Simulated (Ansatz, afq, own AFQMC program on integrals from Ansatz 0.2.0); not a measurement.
SiH2Cl, doublet in cc-pVTZ, levels against CCSDT(Q)

```xyz
4

Cl   -1.4184    0.0227    0.0000
H    -0.1396    0.0227    0.0000
Si    1.7196    0.0227    0.0000
H     2.1160   -1.4568    0.0000
```

Connectivity, by distances: Cl ··· SiH, 1 bridging H.

Basis cc-pVTZ. Noble-gas cores (and the filled d shells of Ga–Kr and In–Xe) are frozen. Integrals, coupled cluster, full CI and functionals: Ansatz 0.2.0; the random walks run on the same integrals in our own AFQMC program. The CISD trial takes its coefficients from CCSD amplitudes. Released means that phaseless walkers are propagated on without the constraint, phases kept. Uncertainties: one standard error, sampling alone.

Determinant: UHF, the one that the program's search chose, which needn't be the lowest solution. The geometry is a point of a scan.

No full CI on the walks' own integrals is used here; CCSDT(Q) serves as the reference and is uncertain by about the last step of the cluster series.

Cautions: the determinant is a saddle point among determinants of its kind.

* T1 diagnostic: 0.0147
* weight of the determinant in the CISD state: 0.846
* ⟨S²⟩ of the determinant: 0.781
* size of the correlated space: 13 electrons in 86 orbitals

Reference: CCSDT(Q), correlation energy -9.572 eV. The released energy is read at 2.40 1/Eh (meV from the phaseless value at times in 1/Eh: -14 ± 4 at 0.24, -19 ± 4 at 0.51, -20 ± 5 at 0.99, -24 ± 6 at 1.62, -32 ± 10 at 2.40).

| level | E − E(reference) (kJ/mol) | share of correlation (%) |
| --- | --- | --- |
| HF | 923.6 | 0.00 |
| MP2 | 145.3 | 84.26 |
| CCSD | 38.0 | 95.88 |
| CCSD(T) | 4.9 | 99.47 |
| CCSDT | 1.5 | 99.84 |
| ph-AFQMC/CISD | 2.1 ± 0.5 | 99.78 |
| released AFQMC | -1.0 ± 0.9 | 100.11 |

A walk keeps the symmetry of its determinant, which the program's search chose and which needn't be the lowest solution, so a lower state of the same spin and another symmetry isn't excluded. Released energies are given only where the last usable release times agree within the noise; a slower fall can still hide under it.
